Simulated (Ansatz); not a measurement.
Si3Mo: from a trial structure to a relaxed crystal

These are results of DFT PBE, scalar-relativistic, plane waves, PAW (Ansatz 0.2.0), not measurements. Cutoff 420 eV, Γ-centred k mesh, Gaussian smearing, no spin polarisation in the final step.

Si3Mo was placed on the Cu3Au (L1_2) structure type (Pm-3m, No. 221), with Mo in place of Au, Si in place of Cu, at a guessed volume.

```
CELL_PARAMETERS angstrom
3.87203 0.00000 0.00000
0.00000 3.87203 0.00000
0.00000 0.00000 3.87203
ATOMIC_POSITIONS crystal
Si 0.00000 0.50000 0.50000
Si 0.50000 0.00000 0.50000
Si 0.50000 0.50000 0.00000
Mo 0.00000 0.00000 0.00000
```

Cell and atoms relax at zero pressure; the relaxation can't lower the symmetry of the start. After a coarse first stage the cell is made exact in the group found at 0.06 Å.

Energies over the elements count from the elements' standard structures at the same level, with no empirical corrections.

What does it relax into?

It keeps Pm-3m (No. 221). The result has the Cu3Au (L1_2) structure. Conventional cell: a = 3.818 Å. Si is coordinated by 4 Mo at 2.70 Å and 8 Si at 2.70 Å; around Mo lie 12 Si at 2.70 Å.

```cif
data_structure
_symmetry_space_group_name_H-M 'Pm-3m'
_symmetry_Int_Tables_number 221
_cell_length_a 3.8175
_cell_length_b 3.8175
_cell_length_c 3.8175
_cell_angle_alpha 90.000
_cell_angle_beta 90.000
_cell_angle_gamma 90.000
_cell_volume 55.63
loop_
_atom_site_label
_atom_site_type_symbol
_atom_site_symmetry_multiplicity
_atom_site_Wyckoff_symbol
_atom_site_fract_x
_atom_site_fract_y
_atom_site_fract_z
_atom_site_occupancy
Si1 Si 3 c 0.00000 0.50000 0.50000 1
Mo1 Mo 1 a 0.00000 0.00000 0.00000 1
```

What are its volume, energy, density and gap?

The volume per atom is 13.91 Å³, the density is 5.38 g/cm³ and the energy over the elements is 0.36 eV/atom. The gap on the 12×12×12 mesh is 0 eV (a metal).

The final run used a 12×12×12 mesh on its 4-atom cell and 0.10 eV smearing. For metals, differences of a few meV/atom aren't resolved. Symmetry constrained the relaxation, so the result can be a saddle point. The steps took of the order of 14 core-seconds in all.

Cost: 3 runs of about 0.23 core-minutes in all, on Intel Xeon 6975P-C (Granite Rapids) (shared hosts).